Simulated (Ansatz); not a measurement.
## Ansatz (development build ahead of 0.2.0) run

```yaml
crystal:
  periodic: [false, false, false]
  atoms:
    - { symbol: C, position_ang: [0.0, -0.04063, -0.53526] }
    - { symbol: "N", position_ang: [0.0, -0.06517, 0.62753] }
    - { symbol: H, position_ang: [0.0, 0.81321, 0.97361] }
    - { symbol: H, position_ang: [0.0, -0.91569, -1.04822] }
    - { symbol: H, position_ang: [0.0, 0.80243, -1.10655] }
basis:
  gaussian: { orbitals: cc-pVDZ }
hamiltonian:
  xc: hf
correlation:
  method: mp2
  frozen_orbitals: { C: 1, H: 0, "N": 1 }
```

The input is written out in the form of the current development build from the run's settings.

Output:

| Item | Value |
| --- | --- |
| Converged | yes |
| Reference energy | -94.00996 hartree |
| Correlation energy | -0.28764 hartree |
| Total energy | -94.29760 hartree |
| Spin squared of the determinant | 0.000 |

Caution: no unrestricted run beside it, a lower state can exist.
